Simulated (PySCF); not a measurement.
# H3SiCH2F: NMR shifts, electronic excitations and K edges in gas and solvents, part 2 of 2

PySCF 2.14.0. Atoms count from 0. Earlier steps stand in the parts before.

### Step 10. Excited states and response: B3LYP/def2-SVPD in cyclohexane

What the job is given:

```
{"job": {"kind": "uv", "xc": "B3LYP", "basis": "def2-SVPD", "solvent": "cyclohexane", "nstates": 6, "ntriplets": 0}, "charge": 0, "multiplicity": 1}
F      1.680856     0.219269    -0.974346
C      1.072748    -0.036950     0.236751
Si    -0.817776    -0.033878     0.027433
H      1.424791    -1.011511     0.620615
H      1.383588     0.730467     0.968347
H     -1.265536     1.296653    -0.478058
H     -1.223042    -1.092862    -0.942183
H     -1.447776    -0.302611     1.356795
```

Level: TDDFT B3LYP/def2-SVPD, vertical, IEF-PCM cyclohexane (non-equilibrium linear response), core orbitals frozen in the response.

Log:

```text
coarse grid: 6896 points
cycle   1  E = -430.1853220333  dE = -5.050e-02  |g| = 3.775e-01  |ddm| = 2.866e+00
cycle   2  E = -430.1559807203  dE =  2.934e-02  |g| = 5.835e-01  |ddm| = 6.979e-01
cycle   3  E = -430.2100417145  dE = -5.406e-02  |g| = 4.079e-02  |ddm| = 3.756e-01
cycle   4  E = -430.2103122507  dE = -2.705e-04  |g| = 1.325e-02  |ddm| = 4.987e-02
cycle   5  E = -430.2103530330  dE = -4.078e-05  |g| = 4.533e-03  |ddm| = 1.743e-02
cycle   6  E = -430.2103580195  dE = -4.986e-06  |g| = 3.612e-04  |ddm| = 5.509e-03
final grid: 61600 points
cycle   7  E = -430.2663215132  dE = -8.639e-06  |g| = 4.755e-03  |ddm| = 2.580e-02
cycle   8  E = -430.2663159370  dE =  5.576e-06  |g| = 7.436e-03  |ddm| = 8.630e-03
cycle   9  E = -430.2663258519  dE = -9.915e-06  |g| = 3.944e-04  |ddm| = 4.844e-03
cycle  10  E = -430.2663258869  dE = -3.502e-08  |g| = 1.047e-04  |ddm| = 5.077e-04
cycle  11  E = -430.2663258892  dE = -2.314e-09  |g| = 1.960e-05  |ddm| = 1.152e-04
cycle  12  E = -430.2663258893  dE = -1.094e-10  |g| = 4.135e-06  |ddm| = 3.471e-05
converged SCF energy = -430.2663258893

Static polarisability (au): isotropic 48.447, principal 45.642 47.167 52.531

Singlet excitations
state   eV       nm        f      main configurations
  1   7.6252    162.6   0.05494   H->L 0.89
  2   7.9392    156.2   0.00239   H->L+1 0.72, H->L+2 0.14, H->L 0.10
  3   8.3612    148.3   0.00242   H-1->L 0.91
  4   8.4450    146.8   0.24341   H->L+2 0.78, H->L+1 0.18
  5   8.5652    144.8   0.00008   H->L+3 0.88
  6   8.7679    141.4   0.07845   H-2->L 0.88
```

Wall time 4.2 s (1 thread of Intel Xeon Platinum 8488C, shared host); peak memory 0.48 GiB.

Key values: HOMO -8.50 eV, LUMO 0.17 eV; lowest singlet 7.63 eV.

### Step 11. Core excitations: BHandHLYP/def2-SVPD+aug-pcX-1+pcseg-1

The job, as its differences from that of step 10:

```diff
@@ -1,2 +1,2 @@
-{"job": {"kind": "uv", "xc": "B3LYP", "basis": "def2-SVPD", "solvent": "cyclohexane", "nstates": 6, "ntriplets": 0}, "charge": 0, "multiplicity": 1}
+{"job": {"kind": "xas", "xc": "BHandHLYP", "basis": {"default": "aug-pcX-1", "H": "pcseg-1", "Si": "def2-SVPD"}}, "charge": 0, "multiplicity": 1}
 F      1.680856     0.219269    -0.974346
```

Level: core-valence-separated TDA BHandHLYP/aug-pcX-1 H:pcseg-1 Si:def2-SVPD, K edges, non-relativistic, gas phase.

Log:

```text
coarse grid: 6896 points
cycle   1  E = -430.1897230535  dE = -7.200e-02  |g| = 4.181e-01  |ddm| = 2.298e+00
cycle   2  E = -430.1895368547  dE =  1.862e-04  |g| = 4.791e-01  |ddm| = 4.708e-01
cycle   3  E = -430.2219620943  dE = -3.243e-02  |g| = 2.914e-02  |ddm| = 2.196e-01
cycle   4  E = -430.2221354656  dE = -1.734e-04  |g| = 6.054e-03  |ddm| = 3.277e-02
cycle   5  E = -430.2221448323  dE = -9.367e-06  |g| = 1.842e-03  |ddm| = 1.036e-02
final grid: 61600 points
cycle   6  E = -430.2527582004  dE = -2.949e-05  |g| = 3.182e-03  |ddm| = 9.755e-03
cycle   7  E = -430.2527584335  dE = -2.331e-07  |g| = 3.035e-03  |ddm| = 4.143e-03
cycle   8  E = -430.2527602205  dE = -1.787e-06  |g| = 3.384e-04  |ddm| = 1.841e-03
cycle   9  E = -430.2527602323  dE = -1.183e-08  |g| = 1.663e-04  |ddm| = 2.647e-04
cycle  10  E = -430.2527602367  dE = -4.375e-09  |g| = 1.076e-05  |ddm| = 1.015e-04
cycle  11  E = -430.2527602367  dE = -3.809e-11  |g| = 2.900e-06  |ddm| = 1.964e-05
converged SCF energy = -430.2527602367

C K edge
   eV          f      from atoms
  286.138   0.04796   C1
  287.388   0.00125   C1
  287.889   0.03925   C1
  287.969   0.04261   C1
  288.941   0.00002   C1
  289.010   0.00085   C1
  289.427   0.00132   C1
  289.881   0.01134   C1

F K edge
   eV          f      from atoms
  684.709   0.02956   F0
  686.391   0.00572   F0
  687.532   0.00339   F0
  687.562   0.00036   F0
  687.781   0.00133   F0
  687.873   0.00809   F0
  688.116   0.00267   F0
  688.169   0.00275   F0
```

It took 2.9 s on 1 thread of Intel Xeon Platinum 8488C, shared host; peak memory 0.48 GiB.

### Step 12. Comparing the runs: NMR shifts

Shifts (ppm), means over like atoms, with basis size and wall time (the measured row can stand on another reference than the computed rows):

```
                               run    C1    H3    H5      F0    Si2  functions   time
       PBE0/pcSseg-1 in chloroform  74.7  4.88  3.92  -292.3  -69.8         83  4.3 s
      PBE0/pcSseg-1 in cyclohexane  73.9  4.78  3.94  -290.9  -70.0         83    3 s
PBE0/pcSseg-1 in dimethylsulfoxide  75.5  4.97  3.90  -293.4  -69.7         83    3 s
       WP04/pcSseg-1 in chloroform  78.0  4.65  3.34  -278.4  -63.0         83    3 s
    wB97X-D/pcSseg-1 in chloroform  74.5  4.82  3.90  -286.0  -67.8         83  3.5 s
                          measured     –     –     –  -265.0      –          –      –
```

Measured: G. Saielli, R. Bini, A. Bagno, Computational 19F NMR. 2. Organic compounds, RSC Adv. 2014, ESI (exp. from Berger-Braun-Kalinowski 1994 and Everett 1995).

### Step 13. Run by run: electronic excitations

Excitations and ground-state properties, with basis size and wall time:

| run | lowest singlet (eV) | brightest (eV) | f | gap (eV) | α (Å³) | μ (D) | functions | time |
| --- | --- | --- | --- | --- | --- | --- | --- | --- |
| B3LYP/def2-SVPD | 7.64 | 8.48 | 0.176 | 8.64 | 6.49 | 1.63 | 107 | 4.7 s |
| B3LYP/def2-SVPD in chloroform | 7.62 | 8.45 | 0.251 | 8.68 | 7.82 | 1.94 | 107 | 4.3 s |
| B3LYP/def2-SVPD in cyclohexane | 7.63 | 8.45 | 0.243 | 8.67 | 7.18 | 1.79 | 107 | 4.2 s |

The continuum's effect on the ground state:

```
    solvent     ε  polarisation energy (Eh)  μ (D)
cyclohexane  2.02                   -0.0016   1.79
 chloroform  4.71                   -0.0030   1.94
```

### Step 14. What came out

This closing draws on all 2 parts.

| quantity | value |
| --- | --- |
| point group | Cs |
| rotational constants (main isotopes) | 27.31, 5.03, 4.60 GHz |
| 13C shifts against TMS (PBE0/pcSseg-1, chloroform) | 74.7 ppm |
| 1H shifts against TMS (PBE0/pcSseg-1, chloroform, means over atoms taken as alike) | 4.88, 3.92 ppm |
| 19F shifts against CFCl3 (PBE0/pcSseg-1, chloroform) | -292.3 ppm |
| 29Si shifts against TMS (PBE0/pcSseg-1, chloroform) | -69.8 ppm |
| measured, and computed on the same scale | F0 δ -265.0, -292.3 ppm |
| lowest singlet (B3LYP/def2-SVPD) | 7.64 eV (162 nm), f = 0.042 |
| brightest single state of those computed | state 4, 8.48 eV, f = 0.176 |
| C K edge | first line 286.14 eV, strongest 286.14 eV (f = 0.048) |
| F K edge | first line 684.71 eV, strongest 684.71 eV (f = 0.030) |
| range of the shift of F0 (PBE0/pcSseg-1 runs) | -293.4 to -290.9 ppm |
| range of the lowest singlet | 7.62 to 7.64 eV |

**Reading.** The start of the PBE0/def2-SVP relaxation was shaken at random by about 0.01 Å, so part of the energy gained, and of the first lengths quoted, undoes that. Relaxing lowered the energy by 0.127 eV in 3 steps; the close pair that moved most is Si2–H7, from 1.450 to 1.495 Å. The most deshielded hydrogen is H3, H4 (mean) (hydrogen on an sp3 CH2 bonded to F and Si), at 4.88 ppm: its carbon carries F, which withdraws density. At PBE0/pcSseg-1: The largest span, 128 ppm, is at C1, where the paramagnetic term is -137 ppm. The one measured 19F shift is missed by -27.3 ppm (computed less measured, unscaled). Vibration and temperature are missing from the calculation, so part of the miss against the measured shifts is not the functional's. At the C edge the strongest single line lifts a 1s electron of C1 into several orbitals, led by LUMO+1 (weight 0.49), and it is the first line. At the F edge the strongest single line lifts a 1s electron of F0 into several orbitals, led by LUMO+1 (weight 0.52), and it is the first line. Absolute edge energies from this method are off by several eV; spacings are better. At one level, PBE0/pcSseg-1: In ppm, F0 moves most: its shift spreads over 2.5 ppm, from -293.4 (PBE0/pcSseg-1 in dimethylsulfoxide) to -290.9 (PBE0/pcSseg-1 in cyclohexane). Each shift counts from a reference computed in the same medium, and that reference moves with the solvent too, so shifts and shieldings show the solvent's effect differently. The lowest singlet runs from 7.62 eV (B3LYP/def2-SVPD in chloroform) to 7.64 eV (B3LYP/def2-SVPD), while the orbital gap spans 8.64 to 8.68 eV. The lowest state need not be the same one in every run.
